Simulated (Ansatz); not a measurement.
# HSF (triplet): the correlation ladder, def2-TZVPP

One table from this session's results is given with a row withheld; the runs are named, their logs left out.

Program: Ansatz 0.2.0, Gaussian basis. Level of theory: def2-TZVPP, core rule «outside noble gas», up to 6 orbitals frozen. These are calculated values, not measurements.

Plan: UHF; ROHF; CCSD(T) on UHF.

2 further runs of the same task are left out: 2 set aside as unsound or not needed.

## The geometry

The geometry is a PBE0/def2-TZVP stationary point (not a proven minimum) of the parent state, kept for this charge and spin.

3 atoms, charge 0, spin multiplicity 3.

Atoms are counted from 1 here; the program's logs count them from 0.

Bond lengths: F1–S2 1.616 Å, S2–H3 1.347 Å. Angles: F1–S2–H3 96.1°.

As a file:

```
atom   x (Å)    y (Å)    z (Å)
  F1  0.0000   0.0431   1.0286
  S2  0.0000  -0.0652  -0.5838
  H3  0.0000   1.2617  -0.8153
```

Set-up of the first run:

The input, in.yaml:

```yaml
crystal:
  periodic: [false, false, false]
  atoms:
    - {symbol: F, position_ang: [0.000000, 0.043080, 1.028580]}
    - {symbol: S, position_ang: [0.000000, -0.065184, -0.583802]}
    - {symbol: H, position_ang: [0.000000, 1.261654, -0.815305]}
basis:
  gaussian: {orbitals: def2-TZVPP}
magnetization: {spin_polarized: true, initial_magnetization: 2}
hamiltonian: {xc: hf}
output: {orbitals: {seedname: orbitals}}
```

The run is started by

```sh
> ansatz run in.yaml --threads 1 --pin off --events-out ev --progress --plain --max-ram 4096MiB --backend cpu
```

Among the steps run: UHF; ROHF; CCSD(T) on UHF.

One table of the session follows, with a row left open; its other results are not shown here.

```
  method  from UCCSD(T) (meV)
    ROHF             +12515.4
     UHF             +12243.2
    UMP2                    ?
   UCCSD               +425.2
UCCSD(T)                    0
```

**Question.** Estimate the row for UMP2.

As computed: from UCCSD(T) (meV): +977.6. In the column «from UCCSD(T) (meV)» it lies between UCCSD (+425.2) and UHF (+12243.2).
